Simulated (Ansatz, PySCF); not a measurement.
Bond stretch in H₂, singlet.

- RKS-PBE = restricted PBE/cc-pVQZ run with Ansatz (a first-principles code)
- UKS-PBE = unrestricted PBE/cc-pVQZ (Ansatz)
- UKS-r2SCAN = unrestricted r2SCAN/cc-pVQZ (PySCF)
- UCCSD(T) = CCSD(T) on UHF/cc-pVQZ (PySCF 2.14.0)

Energies relative to the lowest point of each curve near equilibrium, in kJ/mol; the last columns give the difference from UCCSD(T):

```json
[
 {"R / Å": "0.56", "RKS-PBE": "94.2", "UKS-PBE": "94.2", "UKS-r2SCAN": "88.2", "UCCSD(T)": "88.4", "RKS-PBE − UCCSD(T)": "5.8", "UKS-PBE − UCCSD(T)": "5.8", "UKS-r2SCAN − UCCSD(T)": "-0.2"},
 {"R / Å": "0.60", "RKS-PBE": "53.0", "UKS-PBE": "53.0", "UKS-r2SCAN": "48.3", "UCCSD(T)": "48.4", "RKS-PBE − UCCSD(T)": "4.5", "UKS-PBE − UCCSD(T)": "4.5", "UKS-r2SCAN − UCCSD(T)": "-0.1"},
 {"R / Å": "0.63", "RKS-PBE": "31.5", "UKS-PBE": "31.5", "UKS-r2SCAN": "27.8", "UCCSD(T)": "27.9", "RKS-PBE − UCCSD(T)": "3.6", "UKS-PBE − UCCSD(T)": "3.6", "UKS-r2SCAN − UCCSD(T)": "-0.1"},
 {"R / Å": "0.66", "RKS-PBE": "16.5", "UKS-PBE": "16.5", "UKS-r2SCAN": "13.8", "UCCSD(T)": "13.9", "RKS-PBE − UCCSD(T)": "2.7", "UKS-PBE − UCCSD(T)": "2.7", "UKS-r2SCAN − UCCSD(T)": "-0.1"},
 {"R / Å": "0.70", "RKS-PBE": "4.7", "UKS-PBE": "4.7", "UKS-r2SCAN": "3.1", "UCCSD(T)": "3.2", "RKS-PBE − UCCSD(T)": "1.5", "UKS-PBE − UCCSD(T)": "1.5", "UKS-r2SCAN − UCCSD(T)": "-0.1"},
 {"R / Å": "0.73", "RKS-PBE": "0.7", "UKS-PBE": "0.7", "UKS-r2SCAN": "0.1", "UCCSD(T)": "0.1", "RKS-PBE − UCCSD(T)": "0.6", "UKS-PBE − UCCSD(T)": "0.6", "UKS-r2SCAN − UCCSD(T)": "0.0"},
 {"R / Å": "0.75", "RKS-PBE": "0.0", "UKS-PBE": "0.0", "UKS-r2SCAN": "0.0", "UCCSD(T)": "0.0", "RKS-PBE − UCCSD(T)": "0.0", "UKS-PBE − UCCSD(T)": "0.0", "UKS-r2SCAN − UCCSD(T)": "0.0"},
 {"R / Å": "0.77", "RKS-PBE": "0.6", "UKS-PBE": "0.6", "UKS-r2SCAN": "1.2", "UCCSD(T)": "1.2", "RKS-PBE − UCCSD(T)": "-0.6", "UKS-PBE − UCCSD(T)": "-0.6", "UKS-r2SCAN − UCCSD(T)": "0.0"},
 {"R / Å": "0.79", "RKS-PBE": "2.4", "UKS-PBE": "2.4", "UKS-r2SCAN": "3.6", "UCCSD(T)": "3.5", "RKS-PBE − UCCSD(T)": "-1.1", "UKS-PBE − UCCSD(T)": "-1.1", "UKS-r2SCAN − UCCSD(T)": "0.1"},
 {"R / Å": "0.83", "RKS-PBE": "9.0", "UKS-PBE": "9.0", "UKS-r2SCAN": "11.4", "UCCSD(T)": "11.1", "RKS-PBE − UCCSD(T)": "-2.1", "UKS-PBE − UCCSD(T)": "-2.1", "UKS-r2SCAN − UCCSD(T)": "0.3"},
 {"R / Å": "0.86", "RKS-PBE": "16.1", "UKS-PBE": "16.1", "UKS-r2SCAN": "19.3", "UCCSD(T)": "18.9", "RKS-PBE − UCCSD(T)": "-2.8", "UKS-PBE − UCCSD(T)": "-2.8", "UKS-r2SCAN − UCCSD(T)": "0.4"},
 {"R / Å": "0.93", "RKS-PBE": "37.9", "UKS-PBE": "37.9", "UKS-r2SCAN": "43.0", "UCCSD(T)": "42.1", "RKS-PBE − UCCSD(T)": "-4.2", "UKS-PBE − UCCSD(T)": "-4.2", "UKS-r2SCAN − UCCSD(T)": "0.9"},
 {"R / Å": "1.02", "RKS-PBE": "72.9", "UKS-PBE": "72.9", "UKS-r2SCAN": "80.5", "UCCSD(T)": "78.5", "RKS-PBE − UCCSD(T)": "-5.5", "UKS-PBE − UCCSD(T)": "-5.5", "UKS-r2SCAN − UCCSD(T)": "2.0"},
 {"R / Å": "1.11", "RKS-PBE": "112.0", "UKS-PBE": "112.0", "UKS-r2SCAN": "121.9", "UCCSD(T)": "118.2", "RKS-PBE − UCCSD(T)": "-6.1", "UKS-PBE − UCCSD(T)": "-6.1", "UKS-r2SCAN − UCCSD(T)": "3.8"},
 {"R / Å": "1.23", "RKS-PBE": "166.0", "UKS-PBE": "166.0", "UKS-r2SCAN": "178.9", "UCCSD(T)": "171.7", "RKS-PBE − UCCSD(T)": "-5.6", "UKS-PBE − UCCSD(T)": "-5.6", "UKS-r2SCAN − UCCSD(T)": "7.2"},
 {"R / Å": "1.34", "RKS-PBE": "214.7", "UKS-PBE": "214.7", "UKS-r2SCAN": "230.0", "UCCSD(T)": "218.4", "RKS-PBE − UCCSD(T)": "-3.7", "UKS-PBE − UCCSD(T)": "-3.7", "UKS-r2SCAN − UCCSD(T)": "11.7"},
 {"R / Å": "1.51", "RKS-PBE": "284.9", "UKS-PBE": "284.9", "UKS-r2SCAN": "302.0", "UCCSD(T)": "282.4", "RKS-PBE − UCCSD(T)": "2.5", "UKS-PBE − UCCSD(T)": "2.5", "UKS-r2SCAN − UCCSD(T)": "19.6"},
 {"R / Å": "1.64", "RKS-PBE": "333.2", "UKS-PBE": "333.0", "UKS-r2SCAN": "339.9", "UCCSD(T)": "323.3", "RKS-PBE − UCCSD(T)": "10.0", "UKS-PBE − UCCSD(T)": "9.7", "UKS-r2SCAN − UCCSD(T)": "16.6"},
 {"R / Å": "1.81", "RKS-PBE": "389.0", "UKS-PBE": "377.0", "UKS-r2SCAN": "374.4", "UCCSD(T)": "365.8", "RKS-PBE − UCCSD(T)": "23.2", "UKS-PBE − UCCSD(T)": "11.1", "UKS-r2SCAN − UCCSD(T)": "8.5"},
 {"R / Å": "2.03", "RKS-PBE": "449.0", "UKS-PBE": "408.1", "UKS-r2SCAN": "404.0", "UCCSD(T)": "404.1", "RKS-PBE − UCCSD(T)": "44.9", "UKS-PBE − UCCSD(T)": "3.9", "UKS-r2SCAN − UCCSD(T)": "-0.1"},
 {"R / Å": "2.25", "RKS-PBE": "496.8", "UKS-PBE": "423.4", "UKS-r2SCAN": "422.8", "UCCSD(T)": "427.6", "RKS-PBE − UCCSD(T)": "69.2", "UKS-PBE − UCCSD(T)": "-4.3", "UKS-r2SCAN − UCCSD(T)": "-4.8"},
 {"R / Å": "2.59", "RKS-PBE": "551.2", "UKS-PBE": "433.1", "UKS-r2SCAN": "438.1", "UCCSD(T)": "445.7", "RKS-PBE − UCCSD(T)": "105.5", "UKS-PBE − UCCSD(T)": "-12.5", "UKS-r2SCAN − UCCSD(T)": "-7.6"},
 {"R / Å": "2.96", "RKS-PBE": "590.2", "UKS-PBE": "436.6", "UKS-r2SCAN": "445.1", "UCCSD(T)": "452.9", "RKS-PBE − UCCSD(T)": "137.2", "UKS-PBE − UCCSD(T)": "-16.3", "UKS-r2SCAN − UCCSD(T)": "-7.9"}
]
```

RKS-PBE is furthest from UCCSD(T) at 2.96 (137.2 kJ/mol, above); its mean absolute difference over the points is 19.3 kJ/mol.

UKS-PBE is furthest from UCCSD(T) at 2.96 (-16.3 kJ/mol, below); its mean absolute difference over the points is 4.8 kJ/mol.

UKS-r2SCAN is furthest from UCCSD(T) at 1.51 (19.6 kJ/mol, above); its mean absolute difference over the points is 4.0 kJ/mol.

The restricted form behind RKS-PBE keeps the bonding electrons paired and can't separate into open-shell fragments. The unrestricted determinant behind UKS-PBE is spin-contaminated at 1.64 to 2.96 Å (<S²> up to 1.0, against 0.00 for a pure singlet). The unrestricted determinant behind UKS-r2SCAN is spin-contaminated at 1.51 to 2.96 Å (<S²> up to 1.0, against 0.00 for a pure singlet). The unrestricted determinant behind UCCSD(T) is spin-contaminated at 1.23 to 2.96 Å (<S²> up to 1.0, against 0.00 for a pure singlet).
